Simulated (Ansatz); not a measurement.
# H₂O (singlet): the correlation ladder at angle H2–O1–H3 = 180.0°, 6-31G

An exercise on one series of results from a longer session: the logs are not shown, and one member is left open.

The runs use Ansatz 0.2.0, Gaussian basis; 6-31G, core rule «outside noble gas», up to 1 orbitals frozen.

The runs, in order: UHF; CCSD(T) on RHF; BCCD(T) on RHF; CISD; CCSDT(Q) on RHF; CCSDTQ on RHF; CASSCF and MRCISD+Q, 2 electrons in 2 orbitals; CASSCF and NEVPT2, 2 electrons in 2 orbitals; CASSCF and MRCISD+Q, 8 electrons in 6 orbitals; CASSCF and NEVPT2, 8 electrons in 6 orbitals; Full CI.

9 further runs of the same task are left out: 1 for a mislabelled method, 4 that didn't finish, 4 set aside as unsound or not needed.

## The geometry

The geometry derives from a PBE0/def2-TZVP stationary point (not a proven minimum). One angle is set to the value named; bond lengths are kept.

3 atoms, charge 0, spin multiplicity 1.

Atoms are counted from 1 here; the program's logs count them from 0.

Bond lengths: O1–H2 0.960 Å, O1–H3 0.960 Å. Angles: H2–O1–H3 180.0°.

The first run:

File in.yaml:

```yaml
crystal:
  periodic: [false, false, false]
  atoms:
    - {symbol: O, position_ang: [0.000000, 0.000000, 0.000000]}
    - {symbol: H, position_ang: [0.000000, 0.000000, -0.959529]}
    - {symbol: H, position_ang: [0.000000, 0.000000, 0.959529]}
basis:
  gaussian: {orbitals: 6-31G}
magnetization: {spin_polarized: true, initial_magnetization: 0}
hamiltonian: {xc: hf}
output: {orbitals: {seedname: orbitals}}
```

Command:

```console
> ansatz run in.yaml --threads 1 --pin off --events-out ev --progress --plain --max-ram 2393MiB
```

Steps of the session up to this table: UHF; CCSD(T) on RHF; BCCD(T) on RHF; CISD; CCSDT(Q) on RHF; CCSDTQ on RHF; CASSCF and MRCISD+Q, 2 electrons in 2 orbitals; CASSCF and NEVPT2, 2 electrons in 2 orbitals; CASSCF and MRCISD+Q, 8 electrons in 6 orbitals; CASSCF and NEVPT2, 8 electrons in 6 orbitals; Full CI.

One of the session's tables, all rows but one given; the rest of the session is left out.

```
          method  from FCI (meV)
             RHF         +3564.1
            RMP2          +185.9
            CISD          +170.1
           RCCSD           +34.0
        RCCSD(T)           +13.5
         BCCD(T)           +13.5
          RCCSDT           +11.2
       RCCSDT(Q)            -0.4
         RCCSDTQ            +0.3
     CASSCF pair         +3103.0
     NEVPT2 pair               ?
     MRCISD pair          +133.7
   MRCISD+Q pair           +34.2
  CASSCF valence         +2478.7
  NEVPT2 valence          +251.4
  MRCISD valence           +90.9
MRCISD+Q valence           +27.4
             FCI               0
```

Estimate the missing values for NEVPT2 pair.

The run gave: from FCI (meV): +119.6. In the column «from FCI (meV)» it lies between MRCISD valence (+90.9) and MRCISD pair (+133.7).
